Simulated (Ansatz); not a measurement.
Geometry optimisation, UKS BLYP-D4/6-31G* (Ansatz 0.2.0).

Input:

```yaml
crystal:
  periodic: [false, false, false]
  atoms:
    - { symbol: B, position_ang: [0.0, 0.0, 0.0] }
    - { symbol: F, position_ang: [0.0, 0.0, 1.57] }
    - { symbol: H, position_ang: [1.0305, 0.0, -0.595] }
    - { symbol: H, position_ang: [-1.0305, 0.0, -0.595] }
    - { symbol: Si, position_ang: [0.0, 0.0, 3.46] }
    - { symbol: H, position_ang: [-0.7436, -1.1581, 3.9474] }
    - { symbol: H, position_ang: [1.3747, -0.0649, 3.9474] }
    - { symbol: H, position_ang: [-0.6311, 1.223, 3.9474] }
magnetization:
  spin_polarized: true
  initial_magnetization: 1
basis:
  gaussian: { orbitals: "6-31G*" }
hamiltonian:
  xc: blyp
  dispersion: d4
relax:
  f_tol: 0.15
  max_steps: 25
  restrain:
    - { distance: [1, 4], at: 2.79, k: 30.0 }
    - { distance: [0, 1], at: 1.32, k: 30.0 }
output:
  orbitals: {}
```

Run as:

```bash
$ ansatz run input.yaml --threads 1 --pin off --max-ram 2048MiB --backend cpu --events-out ev --progress --plain --runs-dir out
```

Question: Where does it end, and by what steps?

Answer: The run converged. The restraints hold the end off the free minimum. After 6 steps the energy has fallen by 1.626 eV (the restraints' own energy left out); F2 moved furthest, 0.56 Å. Parted: F2–Si5 (1.89 → 2.81 Å).

| step | energy less start (eV) | largest force component (eV/Å) | accepted |
| --- | --- | --- | --- |
| 0 | 0.0000 | 1.742 | yes |
| 1 | -0.8481 | 3.574 | yes |
| 2 | -1.0793 | 4.367 | yes |
| 3 | -1.4901 | 0.745 | yes |
| 4 | -1.5831 | 1.099 | yes |
| 5 | -1.6245 | 0.781 | yes |
| 6 | -1.6265 | 0.448 | yes |

```xyz
8
Properties=species:S:1:pos:R:3
B -0.004 0.010 -0.322
F -0.008 0.053 1.009
H 1.059 -0.008 -0.879
H -1.062 -0.008 -0.885
Si 0.010 -0.022 3.813
H -0.763 -1.198 4.337
H 1.414 -0.075 4.338
H -0.646 1.248 4.270
```

The run took 22 s on 1 thread of Arm Neoverse V1, on a shared host, peak memory 0.15 GiB.
